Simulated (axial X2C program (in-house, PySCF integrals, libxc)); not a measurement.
**SiMg⁻: properties at the nuclei**

Aim: properties at the nuclei of SiMg⁻, with spin–orbit coupling in the Hamiltonian from the start.

Method: two-component X2C with atomic mean-field terms, Si dyall-av3z, Mg dyall-av3z; program: an in-house X2C program for linear molecules on PySCF integrals.

All values are calculated.

### Step 1. The job

File task.json:

```json
{"zs": [14, 12], "q": -1, "bas": ["dyall-av3z", "dyall-av3z"], "r0": 2.55, "levels": ["PBE0", "HF", "r2SCAN", "B3LYP", "BHandHLYP"], "nst": 3}
```

Keys: zs atomic numbers; q charge; bas basis sets; r0 starting distance in Å; levels methods (HF also brings MP2); nst determinants followed.

Launch:

```
python soeom.py task.json out
```

Nuclei are Gaussian, cores are contracted, and the Gaunt term is on.

### Step 2. Expectation values, lowest determinant

R = 2.684 Å. State: Ω = 3/2 (excess of +ω over −ω: ω = 3/2).

Output of the PBE0 run:

```text
two-component X2C + atomic mean field  PBE0
basis functions 157  fitting functions 692  grid points 4362
iter        total energy     max residual
   1       -490.182629367     3.76e-05
   2       -490.182629303     5.18e-05
   3       -490.182629503     6.29e-06
   4       -490.182629508     3.60e-06
   5       -490.182629511     8.21e-07
   6       -490.182629511     3.87e-07
converged
one-electron -752.48660045  Coulomb 266.57892894  exact exchange -9.13043434  xc functional -28.20963544  nuclear repulsion 33.12286566  atomic mean-field constant -0.05775387
```

The highest occupied spinor is 36% Mg p, 28% Si p, 28% Mg s.

| level | Eeff magnitude (GV/cm) | Ws magnitude Si (kHz) | A∥/gI Si (MHz) | qzz Si (a.u.) | A∥/gI Mg (MHz) | qzz Mg (a.u.) |
| --- | --- | --- | --- | --- | --- | --- |
| PBE0 | 0.029 | 0.0018 | -77.9 | -0.30 | -29.8 | -0.32 |
| HF | 0.0174 | 0.000628 | -104 | -0.13 | -79.3 | -0.33 |
| r2SCAN | 0.0435 | 0.00372 | -53 | -0.37 | -21.9 | -0.33 |
| B3LYP | 0.0286 | 0.00162 | -48.6 | -0.33 | -13.8 | -0.32 |
| BHandHLYP | 0.0268 | 0.000953 | -57.9 | -0.26 | -29.8 | -0.33 |

Eeff is the effective electric field on the electron dipole moment in this Ω state and Ws the scalar–pseudoscalar constant (defined with the proton number Z and per Ω); A∥ is the parallel hyperfine constant, which follows by multiplying with the nuclear g factor gI = μI/(I μN); qzz is the electric field gradient, eQq0 = 234.96 MHz × Q/barn × qzz. The operators were transformed with the bare-nucleus X2C matrices.

### Step 3. Expectation values, a higher determinant

R = 2.684 Å. State: Ω = 1/2 (excess of +ω over −ω: 2 × ω = -1/2, ω = 3/2), 0.21 eV above the lowest in the PBE0 search for states (made at or near this distance, with looser thresholds).

Output of the PBE0 run:

```text
two-component X2C + atomic mean field  PBE0
basis functions 157  fitting functions 692  grid points 4362
iter        total energy     max residual
   1       -490.175068411     4.18e-05
   2       -490.175068281     5.90e-05
   3       -490.175068538     1.71e-06
   4       -490.175068538     8.46e-07
converged
one-electron -752.42902435  Coulomb 266.52027580  exact exchange -9.12772358  xc functional -28.20370820  nuclear repulsion 33.12286566  atomic mean-field constant -0.05775387
```

The highest occupied spinor is 37% Mg p, 36% Si p, 19% Mg s.

| level | Eeff magnitude (GV/cm) | Ws magnitude Si (kHz) | A∥/gI Si (MHz) | qzz Si (a.u.) | A∥/gI Mg (MHz) | qzz Mg (a.u.) |
| --- | --- | --- | --- | --- | --- | --- |
| PBE0 | 0.0312 | 0.00348 | -242 | -0.40 | -32.3 | -0.35 |
| HF | 0.0265 | 0.000546 | -199 | -0.30 | 133 | -0.39 |
| r2SCAN | 0.0403 | 0.00741 | -205 | -0.45 | -78.1 | -0.35 |
| B3LYP | 0.0318 | 0.00444 | -228 | -0.38 | -43.4 | -0.34 |
| BHandHLYP | 0.0309 | 0.003 | -220 | -0.33 | 17.6 | -0.36 |

### Step 4. Expectation values, a higher determinant

R = 2.684 Å. State: Ω = 1/2 (excess of +ω over −ω: ω = 1/2), 0.78 eV above the lowest in the PBE0 search for states (made at or near this distance, with looser thresholds).

Output of the PBE0 run:

```text
two-component X2C + atomic mean field  PBE0
basis functions 157  fitting functions 692  grid points 4362
iter        total energy     max residual
   1       -490.153865535     2.99e-05
   2       -490.153865527     5.30e-05
   3       -490.153865700     1.64e-05
   4       -490.153865732     1.05e-05
   5       -490.153865753     1.58e-06
   6       -490.153865753     3.50e-07
converged
one-electron -752.30864097  Coulomb 266.38476123  exact exchange -9.11664052  xc functional -28.17845729  nuclear repulsion 33.12286566  atomic mean-field constant -0.05775387
```

The highest occupied spinor is 35% Mg p, 34% Si p, 22% Mg s.

| level | Eeff magnitude (GV/cm) | Ws magnitude Si (kHz) | A∥/gI Si (MHz) | qzz Si (a.u.) | A∥/gI Mg (MHz) | qzz Mg (a.u.) |
| --- | --- | --- | --- | --- | --- | --- |
| PBE0 | 0.0411 | 0.00894 | 6.08 | -0.55 | -0.608 | -0.32 |
| HF | 0.0421 | 0.0063 | -78.6 | -0.46 | -169 | -0.34 |
| r2SCAN | 0.0575 | 0.0159 | 33.9 | -0.65 | 63.1 | -0.32 |
| B3LYP | 0.0394 | 0.00809 | 33.1 | -0.56 | 24.1 | -0.32 |
| BHandHLYP | 0.0399 | 0.00726 | 10.7 | -0.51 | -33.8 | -0.33 |

### Step 5. What came out

| quantity | value |
| --- | --- |
| lowest determinant | Ω = 3/2 (excess of +ω over −ω: ω = 3/2) |
| Eeff magnitude (GV/cm), PBE0 | 0.029 |
| Ws magnitude Si (kHz), PBE0 | 0.0018 |
| A∥/gI Si (MHz), PBE0 | -77.9 |
| qzz Si (a.u.), PBE0 | -0.30 |
| higher determinant | Ω = 1/2 (excess of +ω over −ω: 2 × ω = -1/2, ω = 3/2) |
| Eeff magnitude (GV/cm), PBE0, higher determinant | 0.0312 |
| Ws magnitude Si (kHz), PBE0, higher determinant | 0.00348 |
| A∥/gI Si (MHz), PBE0, higher determinant | -242 |
| qzz Si (a.u.), PBE0, higher determinant | -0.40 |
| higher determinant | Ω = 1/2 (excess of +ω over −ω: ω = 1/2) |
| Eeff magnitude (GV/cm), PBE0, higher determinant | 0.0411 |
| Ws magnitude Si (kHz), PBE0, higher determinant | 0.00894 |
| A∥/gI Si (MHz), PBE0, higher determinant | 6.08 |
| qzz Si (a.u.), PBE0, higher determinant | -0.55 |

In words: In the first state, the effective field runs from 0.0174 to 0.0435 GV/cm over the mean-field levels, so the levels don't agree on it. The expectation values come from single determinants, which for open shells can mix terms of unlike spin or miss the lowest Ω, so a determinant need not be a state. Eeff is the effective electric field on the electron dipole moment in this Ω state and Ws the scalar–pseudoscalar constant (defined with the proton number Z and per Ω); A∥ is the parallel hyperfine constant, which follows by multiplying with the nuclear g factor gI = μI/(I μN); qzz is the electric field gradient, eQq0 = 234.96 MHz × Q/barn × qzz. The operators were transformed with the bare-nucleus X2C matrices.
